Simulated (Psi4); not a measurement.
Process, species as SMILES: C (CH4) → [CH3-] + H+
B3LYP-D3(BJ)/def2-TZVP geometries, fixed; electronic energies without zero-point terms.
Largest species:
```
C
H 1 1.0892
H 1 1.0892 2 109.47
H 1 1.0892 2 109.47 3 120.00
H 1 1.0892 2 109.47 3 -120.00
```

Basis-set convergence of the deprotonation energy at PBE with Psi4. All functions are spherical. Density fitting with the program's default auxiliary sets. Psi4's default fitting sets serve the pcseg sets less well. No added dispersion term, no relativity. Functions are those of the species that has most. Reference: the value in aug-cc-pVQZ, 420.93 kcal/mol, itself unsure by roughly 4.02 kcal/mol (its distance from def2-QZVPPD). Deviations are taken from unrounded values.

```
basis              functions  deprotonation energy (kcal/mol)  minus reference (kcal/mol)
-----------------  ---------  -------------------------------  --------------------------
STO-3G                     9                           562.23                      141.30
pcseg-0                   17                           451.71                       30.78
def2-SV(P)                22                           443.33                       22.40
cc-pVDZ                   34                           443.96                       23.03
def2-SVP                  34                           444.00                       23.07
pcseg-1                   34                           438.21                       17.28
6-311G**                  42                           440.49                       19.56
6-311+G**                 46                           422.56                        1.64
def2-TZVPD                73                           425.53                        4.61
def2-TZVPPD              105                           425.85                        4.92
6-311++G(3df,3pd)        111                           421.90                        0.97
aug-pcseg-2              138                           420.27                       -0.66
def2-QZVPPD              195                           424.95                        4.02
```
